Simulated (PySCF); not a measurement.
Species: sulfuryl chloride, Cl2O2S.
Numbering: `[O:1]=[S:2](=[O:3])([Cl:4])[Cl:5]`

Structure used (PBE0-D3(BJ)/def2-SVP), in Å, numbered top down from 1:
```
atom  x, y, z in Å
O1     1.1619   -0.1148   -1.1211
S2     0.2848   -0.0812    0.0155
O3     0.6710   -0.5201    1.3267
Cl4   -0.4551    1.8259    0.1862
Cl5   -1.4446   -1.0669   -0.4917
```

Jobs on this species (5 atoms, 66 electrons) with PySCF (density fitting). Hardware of each: one thread of an Arm Neoverse V1 (shared host). The host was shared with other jobs, so the times are rough. Peak memory is the resident size of the whole Python process, interpreter and libraries included.

Problem. Rank these jobs by wall time, shortest first.
A. PBE0-D3(BJ)/def2-SVP, grid level 1; geometry optimisation from a GFN2-xTB start shaken at random; 82 basis functions
B. PBE0/def2-TZVPD; 10 singlets by full TDDFT, 4 Tamm–Dancoff triplets, polarisability; 218 basis functions
C. PBE0/6-31+G*; 10 singlets by full TDDFT, 4 Tamm–Dancoff triplets, polarisability; 102 basis functions

Solution. C (6.3 s), A (15 s), B (26 s).

All jobs:

```tsv
level and settings	work	basis functions	SCF cycles	wall time	peak memory
PBE0/def2-SVP	10 singlets by full TDDFT, 4 Tamm–Dancoff triplets, polarisability	82	13	4.7 s	0.41 GiB
PBE0/6-31+G*	10 singlets by full TDDFT, 4 Tamm–Dancoff triplets, polarisability	102	14	6.3 s	0.47 GiB
PBE0/aug-cc-pVDZ	10 singlets by full TDDFT, 4 Tamm–Dancoff triplets, polarisability	127	14	12 s	0.55 GiB
PBE0-D3(BJ)/def2-SVP, grid level 1	geometry optimisation from a GFN2-xTB start shaken at random	82	47	15 s	0.36 GiB
PBE0/def2-TZVP	10 singlets by full TDDFT, 4 Tamm–Dancoff triplets, polarisability	173	14	16 s	0.71 GiB
PBE0/def2-TZVPD	10 singlets by full TDDFT, 4 Tamm–Dancoff triplets, polarisability	218	14	26 s	0.79 GiB
PBE0/aug-cc-pVTZ	10 singlets by full TDDFT, 4 Tamm–Dancoff triplets, polarisability	242	14	33 s	0.84 GiB
```

Problem. What do all jobs in the table cost together?

Solution. About 1.9 min; the longest takes about 29 % of that, and about 7 times as long as the shortest.
